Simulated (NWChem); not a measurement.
Everything below was run with NWChem. System: B (+1), charge 1, spin multiplicity 1. Level: RHF/def2-TZVP.

The NWChem input:

```
start mol
memory heap 200 mb stack 900 mb global 1100 mb
charge 1
geometry units angstroms nocenter noautoz
  B      0.000000     0.000000     0.000000
  symmetry group D2h
end
basis spherical
  * library def2-tzvp
end
scf
  rhf
  nopen 0
  maxiter 100
  thresh 1e-7
  semidirect memsize 60000000 filesize 0
end
task scf energy
```

Output (cleaned and shortened):

```
             Northwest Computational Chemistry Package (NWChem) 7.3.0
             --------------------------------------------------------

                                NWChem Input Module
                                -------------------

 Scaling coordinates for geometry "geometry" by  1.889725989
 (inverse scale =  0.529177249)

                             Geometry "geometry" -> ""
                             -------------------------

 Output coordinates in angstroms (scale by  1.889725989 to convert to a.u.)

  No.       Tag          Charge          X              Y              Z
 ---- ---------------- ---------- -------------- -------------- --------------
    1 B                    5.0000     0.00000000     0.00000000     0.00000000

 Effective nuclear repulsion energy (a.u.)       0.0000000000

            Nuclear Dipole moment (a.u.)
            ----------------------------
        X                 Y               Z
 ---------------- ---------------- ----------------
     0.0000000000     0.0000000000     0.0000000000

      Symmetry information
      --------------------

 Group name             D2h
 Group number             26
 Group order               8
 No. of unique centers     1

      Symmetry unique atoms

     1


 Summary of "ao basis" -> "" (spherical)
 ------------------------------------------------------------------------------
       Tag                 Description            Shells   Functions and Types
 ---------------- ------------------------------  ------  ---------------------
 *                         def2-tzvp                  on all atoms

 Summary of "ao basis" -> "ao basis" (spherical)
 ------------------------------------------------------------------------------
       Tag                 Description            Shells   Functions and Types
 ---------------- ------------------------------  ------  ---------------------
 B                         def2-tzvp                11       31   5s3p2d1f

                                 NWChem SCF Module
                                 -----------------

  ao basis        = "ao basis"
  functions       =    31
  atoms           =     1
  closed shells   =     2
  open shells     =     0
  charge          =   1.00
  wavefunction    = RHF
  use symmetry    = T
  symmetry adapt  = T

 Summary of "ao basis" -> "ao basis" (spherical)
 ------------------------------------------------------------------------------
       Tag                 Description            Shells   Functions and Types
 ---------------- ------------------------------  ------  ---------------------
 B                         def2-tzvp                11       31   5s3p2d1f

      Symmetry analysis of basis
      --------------------------

        ag          9
        au          1
        b1g         2
        b1u         5
        b2g         2
        b2u         5
        b3g         2
        b3u         5

 Forming initial guess at       0.1s

      Superposition of Atomic Density Guess
      -------------------------------------

 Sum of atomic energies:         -24.53471284

 Renormalizing density from       5.00 to      4

      Non-variational initial energy
      ------------------------------

 Total energy =     -20.770133
 1-e energy   =     -25.902727
 2-e energy   =       5.132594
 HOMO         =      -0.934887
 LUMO         =      -0.449380

      Symmetry analysis of molecular orbitals - initial
      -------------------------------------------------

 !! scf_movecs_sym_adapt:   26 vectors were symmetry contaminated

  Symmetry fudging

 !! scf_movecs_sym_adapt:   26 vectors were symmetry contaminated

  Numbering of irreducible representations:

     1 ag          2 au          3 b1g         4 b1u         5 b2g
     6 b2u         7 b3g         8 b3u

  Orbital symmetries:

     1 ag          2 ag          3 b1u         4 b2u         5 b3u
     6 ag          7 b2u         8 b3u         9 b1u        10 ag
    11 b3g        12 b2g

 Starting SCF solution at       0.1s

 ----------------------------------------------
         Quadratically convergent ROHF

 Convergence threshold     :          1.000E-07
 Maximum no. of iterations :          100
 Final Fock-matrix accuracy:          1.000E-09
 ----------------------------------------------

              iter       energy          gnorm     gmax       time
             ----- ------------------- --------- --------- --------
                 1      -24.2292895562  7.84D-01  6.23D-01      0.1
                 2      -24.2361034638  1.51D-01  1.15D-01      0.2
                 3      -24.2367759427  8.61D-02  7.16D-02      0.2
                 4      -24.2368320520  1.04D-03  7.34D-04      0.2
                 5      -24.2368322079  2.14D-07  1.21D-07      0.2
                 6      -24.2368322079  1.06D-09  6.75D-10      0.2

       Final RHF  results
       ------------------

         Total SCF energy =    -24.236832207852
      One-electron energy =    -30.353493758714
      Two-electron energy =      6.116661550862
 Nuclear repulsion energy =      0.000000000000

        Time for solution =      0.0s

       Symmetry analysis of molecular orbitals - final
       -----------------------------------------------

  Numbering of irreducible representations:

     1 ag          2 au          3 b1g         4 b1u         5 b2g
     6 b2u         7 b3g         8 b3u

  Orbital symmetries:

     1 ag          2 ag          3 b3u         4 b2u         5 b1u
     6 ag          7 b3u         8 b2u         9 b1u        10 ag
    11 b1g        12 b2g

             Final eigenvalues
             -----------------

              1
    1   -8.1864
    2   -0.8737
    3   -0.2759
    4   -0.2759
    5   -0.2759
    6   -0.0671
    7    0.0095
    8    0.0095
    9    0.0095
   10    0.2534
   11    0.2534
   12    0.2534

                       ROHF Final Molecular Orbital Analysis
                       -------------------------------------

 Vector    2  Occ=2.000000D+00  E=-8.736851D-01  Symmetry=ag
              MO Center= -1.1D-18, -9.0D-19, -9.7D-20, r^2= 1.1D+00
   Bfn.  Coefficient  Atom+Function         Bfn.  Coefficient  Atom+Function
  ----- ------------  ---------------      ----- ------------  ---------------
     3      0.562055  1 B  s                  4      0.515484  1 B  s
     2     -0.254818  1 B  s

 Vector    3  Occ=0.000000D+00  E=-2.759266D-01  Symmetry=b3u
              MO Center=  8.2D-17,  1.8D-34, -1.2D-33, r^2= 1.9D+00
   Bfn.  Coefficient  Atom+Function         Bfn.  Coefficient  Atom+Function
  ----- ------------  ---------------      ----- ------------  ---------------
     9      0.463124  1 B  px                 6      0.417946  1 B  px
    12      0.305052  1 B  px

 Vector    4  Occ=0.000000D+00  E=-2.759266D-01  Symmetry=b2u
              MO Center=  2.6D-33,  6.8D-17, -2.0D-33, r^2= 1.9D+00
   Bfn.  Coefficient  Atom+Function         Bfn.  Coefficient  Atom+Function
  ----- ------------  ---------------      ----- ------------  ---------------
    10      0.463124  1 B  py                 7      0.417946  1 B  py
    13      0.305052  1 B  py

 Vector    5  Occ=0.000000D+00  E=-2.759266D-01  Symmetry=b1u
              MO Center=  3.8D-36,  1.6D-36, -1.6D-20, r^2= 1.9D+00
   Bfn.  Coefficient  Atom+Function         Bfn.  Coefficient  Atom+Function
  ----- ------------  ---------------      ----- ------------  ---------------
    11      0.463124  1 B  pz                 8      0.417946  1 B  pz
    14      0.305052  1 B  pz

 center of mass
 --------------
 x =   0.00000000 y =   0.00000000 z =   0.00000000

 moments of inertia (a.u.)
 ------------------
           0.000000000000           0.000000000000           0.000000000000
           0.000000000000           0.000000000000           0.000000000000
           0.000000000000           0.000000000000           0.000000000000

  Mulliken analysis of the total density
  --------------------------------------

    Atom       Charge   Shell Charges
 -----------   ------   -------------------------------------------------------
    1 B    5     4.00   0.93  1.04  0.99  0.97  0.06  0.00  0.00  0.00 -0.00  0.00 -0.00

       Multipole analysis of the density wrt the origin
       ------------------------------------------------

     L   x y z        total         open         nuclear
     -   - - -        -----         ----         -------
     0   0 0 0      1.000000      0.000000      5.000000

     1   1 0 0      0.000000      0.000000      0.000000
     1   0 1 0      0.000000      0.000000      0.000000
     1   0 0 1      0.000000      0.000000      0.000000

     2   2 0 0     -2.646792      0.000000      0.000000
     2   1 1 0     -0.000000      0.000000      0.000000
     2   1 0 1      0.000000      0.000000      0.000000
     2   0 2 0     -2.646792      0.000000      0.000000
     2   0 1 1      0.000000      0.000000      0.000000
     2   0 0 2     -2.646792      0.000000      0.000000

 Task  times  cpu:        0.2s     wall:        0.2s

 Total times  cpu:        0.2s     wall:        0.2s
```
